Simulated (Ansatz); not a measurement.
System: HF (charge +1, doublet). 
Coordinates optimised at B3LYP-D3(BJ)/def2-TZVP (Ansatz, a quantum-chemistry and plane-wave program):
```
F
H 1 1.0165
```
Charge +1, spin multiplicity 2.

Basis-set convergence of Hartree-Fock and CCSD correlation energies (hartree) with Ansatz. Correlated levels leave the core frozen unless marked. UHF or UKS for open shells. No spin-orbit coupling. Non-relativistic.

| basis | functions | E(HF) | E(corr, CCSD) |
|---|---|---|---|
| def2-SVP | 19 | -99.41122 | -0.15973 |
| def2-TZVPP | 45 | -99.54205 | -0.21521 |
| def2-QZVPP | 87 | -99.54654 | -0.23437 |

Extrapolating the two largest sets (X = 3 and 4) as X^-3: E(corr) = (64·(-0.23437) - 27·(-0.21521))/37 = -0.2484 Eh, an estimate of the basis-set limit. The largest set recovers 94.4 % of it, the smallest 64.3 %.
